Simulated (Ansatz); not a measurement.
Geometry optimisation, RKS B3LYP-D4/def2-SVP (Ansatz).

input.yaml

```yaml
crystal:
  periodic: [false, false, false]
  atoms:
    - { symbol: Al, position_ang: [-0.008874, 0.255196, -0.019057] }
    - { symbol: Cl, position_ang: [-0.009456, 0.431369, 2.178305] }
    - { symbol: H, position_ang: [1.406157, 0.313423, -0.704016] }
    - { symbol: H, position_ang: [-1.422268, 0.270874, -0.709692] }
    - { symbol: F, position_ang: [0.080822, -2.467564, 0.906242] }
    - { symbol: H, position_ang: [0.098919, -2.099497, 1.759018] }
basis:
  gaussian: { orbitals: def2-SVP }
hamiltonian:
  xc: b3lyp
  dispersion: d4
relax:
  f_tol: 0.03
  max_steps: 50
output:
  orbitals: {}
```

Launched with:

```bash
$ ansatz run input.yaml --threads 1 --pin off --max-ram 2048MiB --backend cpu --events-out ev --progress --plain --runs-dir out
```

Question: Where does it end, and by what steps?

Answer: The forces met the threshold. After 7 steps the energy has fallen by 0.423 eV; F5 moved furthest, 0.52 Å. Joined: Al1–F5.

| step | energy less start (eV) | largest force component (eV/Å) | accepted |
| --- | --- | --- | --- |
| 0 | 0.0000 | 0.863 | yes |
| 1 | -0.1497 | 0.452 | yes |
| 2 | -0.3217 | 0.600 | yes |
| 3 | -0.3715 | 0.743 | yes |
| 4 | -0.4123 | 0.152 | yes |
| 5 | -0.4181 | 0.086 | yes |
| 6 | -0.4222 | 0.068 | yes |
| 7 | -0.4226 | 0.022 | yes |

```xyz
6
Properties=species:S:1:pos:R:3
Al 0.009 -0.065 0.077
Cl 0.006 0.259 2.260
H 1.407 0.149 -0.611
H -1.402 0.071 -0.605
F 0.058 -2.000 0.682
H 0.068 -1.711 1.608
```

Time of the run: 18 s on 1 thread of Arm Neoverse V1, with other jobs on the host, peak memory 0.13 GiB.
